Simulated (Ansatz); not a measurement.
A relaxed structure of Ta. Space group Im-3m (No. 229), bcc (W type). Method: PBE (plane waves to 420 eV, PAW, scalar-relativistic; Ansatz, a program for electronic structure).

Space group Im-3m (No. 229); a = b = c = 3.320 Å, α = β = γ = 90.00°

```json
[
 {"atom": "Ta", "site": "2a", "symmetry": "m-3m", "x": "0.0000", "y": "0.0000", "z": "0.0000"}
]
```
(The calculation used a cell of 1 atom; values per cell refer to that cell.)

```yaml
volume_per_atom: 18.29 Å³
density: 16.43 g/cm³
band_gap: no gap (metallic)
shortest_distances: Ta–Ta 2.87 Å
k-mesh: 20×20×20
```

Band energies at high-symmetry points (eV from the Fermi level; labels of this space group; no spin-orbit coupling), from −5 eV up to 3.7 eV:

```csv
point,energies
Γ,0.75 0.75 0.75
H,-3.70 -3.70
N,-4.30 -1.48 1.53
P,-1.20 -1.20 -1.20
```

No spin polarisation in the result.

Measured for Ta: a 3.299 Å (static lattice; corrected from measurement; as listed in Daniel Mejia-Rodriguez, S. B. Trickey, Phys. Rev. B (2018)). Computed minus measured — a: PBE +0.6 %. The computed values are for a static lattice.

The run could not lose the symmetry of its start; a randomly shaken copy of 2 atoms returns to this structure.
